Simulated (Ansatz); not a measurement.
Two isomers of C4H5N: A = `C/C=C\C#N`, B = `c1cc[nH]c1`.

Gas-phase electronic energies from Ansatz, PBE0-D4/def2-TZVP geometries. CCSD(T)/CBS is the MP2 limit (def2-TZVPP, def2-QZVPP) plus CCSD(T) − MP2 in def2-TZVPP, frozen cores. This one scheme is used for every species. Functionals use def2-TZVPP. B3LYP here is the variant with VWN-RPA as its local correlation; programs differ in this.

Q: Which is lower in electronic energy at CCSD(T)/CBS, and by how much? (An estimate is asked.)

A: The calculation gave: B, by 11.2 kcal/mol.

Q: Give E(B) − E(A) in kcal/mol with LDA (SPW92), B3LYP-D4, MP2/def2-TZVPP, B3LYP, BLYP-D4, CCSD/def2-TZVPP, PBE0-D4. (Best estimate.)

A: Computed: LDA (SPW92) -29.6, B3LYP-D4 -11.3, MP2/def2-TZVPP -13.5, B3LYP -10.2, BLYP-D4 -8.5, CCSD/def2-TZVPP -7.9, PBE0-D4 -18.8. None reverses the order clearly.

Q: Does the order hold for the free energy at 298.15 K (harmonic terms from PBE0-D4)? (Estimate.)

A: Ansatz gave: Yes: G(B) − G(A) = -7.2 kcal/mol.

Largest T1 diagnostic: 0.013.

From BLYP to BHLYP (50 % exact exchange), in def2-TZVPP and without D4, E(B) − E(A) moves by −4.7 kcal/mol. At CCSD(T), def2-SVP lies +2.4 kcal/mol from the extrapolated value and def2-TZVPP +2.3 kcal/mol.
